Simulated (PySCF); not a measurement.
**NaF and its ions**

RHF; PySCF, no relativity, basis sets Na def2-SVPD, F def2-SVPD. Neutral (RHF): singlet (closed shell), Re = 1.934 Å, ωe = 547 cm⁻¹, De = 3.12 eV, HOMO -11.68 eV, LUMO -0.29 eV.

NaF⁻ (UHF): doublet (σ ↑), Re = 2.015 Å, ωe = 444 cm⁻¹. The energies at the minima are -261.19708 hartree for NaF and -261.20956 for NaF⁻.

(1) Work out the adiabatic electron affinity, without and with harmonic zero-point energies (1 hartree = 27.2114 eV, 1 eV = 8065.5 cm⁻¹), and the change of the bond length.

Where the molecule has an RHF reference, its open-shell atoms are computed with UHF. Hartree–Fock leaves out correlation, which carries a large part of most bond energies and some tenths to 1 eV of ionisation energies. States were picked by a PBE0 search and need not be the measured ground states.

Neutral and ion stand on different kinds of reference determinant, which adds to the error of the difference.

## Answers

(1) At HF: 0.01248 hartree = 0.340 eV between the minima; the zero-point term (547.0 − 444.0)/2 cm⁻¹ = +0.006 eV makes it 0.346 eV. Re changes by +8.1 pm against the neutral. The electron enters a σ orbital; in so polar a molecule the change of length follows mostly from the change of the ionic charges.
